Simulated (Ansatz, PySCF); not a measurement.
Dimer: HF (SMILES F) (first 2 atoms) with HF (SMILES F); geometry from A24 set.
(charge 0, multiplicity 1):
```xyz
4

H      0.0000     0.8027     1.6953
F      0.0000    -0.0460     1.3403
H      0.0000    -0.1204    -0.4908
F      0.0000     0.0098    -1.4042
```

Quantity: the interaction energy.

Monomers are frozen at their geometry in the pair; levels with a basis set take the counterpoise correction.

Correlated levels freeze the cores. CBS(a, b) extrapolates the correlation energy as X⁻³ and adds the Hartree–Fock energy of set b.

Programs: Ansatz (an electronic-structure program) with Gaussian orbitals; PySCF for the dispersion terms. Values without a source in brackets are computed.

Costs are ratios of core time to PBE/def2-TZVPPD (roughly 2.2 s), for whole runs (searches for the state included, and forces where a run took them) on one shared machine, so rough; each difference counts from -19.1 kJ/mol (computed benchmark interaction energy, Řezáč and Hobza, A24 set, a level with limits of its own).

A star marks coupled-cluster runs past 200 virtual orbitals, where the program's memory plan changes under this machine's limit, so their costs aren't comparable with smaller runs.

```csv
level,basis functions,cost,difference (kJ/mol)
BLYP-D3(BJ)/def2-TZVPPD,114,×1,1.1
PBE/def2-TZVPPD,114,×1,0.1
PBE-D3(BJ)/def2-TZVPPD,114,×1,-0.9
B3LYP/def2-TZVPPD,114,×1,0.9
PBE0/def2-TZVPPD,114,×1,-0.1
BHLYP/def2-TZVPPD,114,×1,-1.4
r2SCAN/def2-TZVPPD,114,×2,-1.5
CCSD(T)/aug-cc-pVDZ,64,×2,2.5
wB97M-V/def2-TZVPPD,114,×3,-0.1
CCSD(T)/aug-cc-pVTZ,138,×10,1.1
CCSD(T)/aug-cc-pVQZ,252,×400*,0.3
"CCSD(T)/CBS(aug-cc-pVTZ, aug-cc-pVQZ)",-,×400*,-0.1
```

With a budget of 30 times the cost of PBE/def2-TZVPPD, the closest level: wB97M-V/def2-TZVPPD, at -0.1 kJ/mol; next is PBE/def2-TZVPPD at 0.1 kJ/mol.

What the step from CCSD(T)/aug-cc-pVDZ to CCSD(T)/aug-cc-pVTZ costs and buys: 64 to 138 functions, cost ×6 (rough); the difference goes from 2.5 to 1.1 kJ/mol.
